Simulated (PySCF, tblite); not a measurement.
## A complex of cyanamide and phosphine

A gas-phase complex of cyanamide and phosphine; neutral, singlet. The structure comes from a short search (6 tight-binding starts) and was relaxed by PBE0-D3(BJ)/def2-SVPD; another way of binding may lie lower. Frequencies by PBE0-D3(BJ)/def2-SVPD show no clear imaginary mode.

Parts: 1 = cyanamide (N#CN), atoms 1–5; 2 = phosphine (P), atoms 6–9.

| atom | part | x (Å) | y (Å) | z (Å) |
| --- | --- | --- | --- | --- |
| N1 | 1 | -0.685 | 0.491 | -0.287 |
| C2 | 1 | 0.401 | 0.487 | 0.484 |
| N3 | 1 | 1.351 | 0.435 | 1.150 |
| H4 | 1 | -0.827 | 1.301 | -0.876 |
| H5 | 1 | -1.519 | 0.110 | 0.154 |
| P6 | 2 | -1.863 | -1.184 | 2.506 |
| H7 | 2 | -2.986 | -1.714 | 3.208 |
| H8 | 2 | -1.069 | -2.357 | 2.657 |
| H9 | 2 | -1.313 | -0.526 | 3.642 |

```json
{"contact": "H5···P6", "kind (by geometry)": "hydrogen bond", "distance (Å)": "2.706", "angle (°)": "131"}
```

Interaction energies are complex less parts, with the parts frozen as they stand in it; counterpoise-corrected, in kcal/mol (PySCF).

(1) How strongly do the parts interact, level by level?

(2) What holds them together? Decompose the wB97M-D3(BJ)/def2-TZVPD energy: frozen parts, their antisymmetrised product, then relaxation.

The parts were also relaxed and run alone, at the levels used for the complex: vibrations by PBE0-D3(BJ)/def2-SVPD; shieldings by PBE0/pcSseg-2; core levels by delta-SCF with SCAN, pcX-2 on the ionised atom and pcseg-1 elsewhere, spin-free X2C (2p3/2 is the spin-free 2p value less a third of a first-order spin-orbit splitting).

Values alone: N1–H5 bond (Å): 1.011; stretch carried by H5 (cm⁻¹, harmonic): 2418, 3606, 3714; its infrared intensity (km/mol): 128, 55, 83; shielding of H5 (ppm): 28.76; shielding of P6 (ppm): 575.9; shielding of N1 (ppm): 238.4; N1 1s core level (eV): 407.68; C2 1s core level (eV): 293.30; P6 2p3/2 core level (eV): 137.09.

(3) How do these values change when the complex forms?

## Answers

(1) 
```tsv
level	interaction	superposition error removed
wB97M-D3(BJ)/def2-TZVPD	-3.86	-0.11
PBE0-D3(BJ)/def2-TZVPD	-4.44	-0.08
```

(2) electrostatic -5.2, Pauli repulsion +4.8, orbital relaxation -2.2, dispersion correction -1.4 kcal/mol, which sum to the value before the counterpoise correction; the Pauli term holds the exchange-correlation of the frozen density too. Of the attraction, 59 % is electrostatic, 25 % is orbital relaxation, 16 % is dispersion correction.

(3) 
```json
{"property": "N1–H5 bond (Å)", "alone": "1.011", "in the complex": "1.018", "change": "+0.006"}
{"property": "stretch carried by H5 (cm⁻¹, harmonic)", "alone": "2418, 3606, 3714", "in the complex": "3530", "change": "+284 from the mean"}
{"property": "its infrared intensity (km/mol)", "alone": "128, 55, 83", "in the complex": "126", "change": ""}
{"property": "shielding of H5 (ppm)", "alone": "28.76", "in the complex": "27.14", "change": "-1.62"}
{"property": "shielding of P6 (ppm)", "alone": "575.9", "in the complex": "564.3", "change": "-11.6"}
{"property": "shielding of N1 (ppm)", "alone": "238.4", "in the complex": "229.7", "change": "-8.7"}
{"property": "N1 1s core level (eV)", "alone": "407.68", "in the complex": "407.03", "change": "-0.65"}
{"property": "C2 1s core level (eV)", "alone": "293.30", "in the complex": "292.97", "change": "-0.33"}
{"property": "P6 2p3/2 core level (eV)", "alone": "137.09", "in the complex": "137.31", "change": "+0.21"}
```

The core-hole state of C2 is spin-contaminated (⟨S²⟩ 0.83 against 0.75 for a pure doublet), so that value and differences from it are less sure.
